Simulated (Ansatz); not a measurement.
**α-phase B**

The numbers are results of PBE0 (Ansatz, a first-principles code, plane waves, PAW), not measurements.

Settings: plane-wave cutoff 500 eV, 6×6×6 k mesh, gaussian smearing 0.02 eV, scalar-relativistic PAW data made under PBE.

Cell (relaxed with r²SCAN):

B has the trigonal space group R-3m, hexagonal axes (No. 166), Pearson symbol hR12. Lattice parameters: a = b = 4.8986 Å, c = 12.5116 Å, α = β = 90.00°, γ = 120.00°. B1 on 18h is coordinated by 6 B at 1.667–1.795 Å. B2 on 18h is coordinated by 5 B at 1.772–1.795 Å and 2 B at 2.015 Å. (Neighbours: up to the widest gap in distance over summed covalent radii, below 1.35, at either atom.)
(The calculation used a cell of 12 atoms; values per cell refer to that cell.)

```json
{
  "band_gap": "2.76 eV (on the SCF k mesh)"
}
```

Measured, for comparison: band gap 2.15 ± 0.02 eV (temperature not stated, not corrected to a static lattice, EELS, this work, our sources range from 2.00 to 2.40; as tabulated in Parakhonskiy et al. (2011), doi:10.1038/srep00096). Computed (rounded) less measured: band gap not scored (sources differ).

Note: cell and atoms aren't relaxed at this level (largest force component 0.07 eV/Å, pressure -2.3 GPa).

The result took around 110 core-seconds (rough).
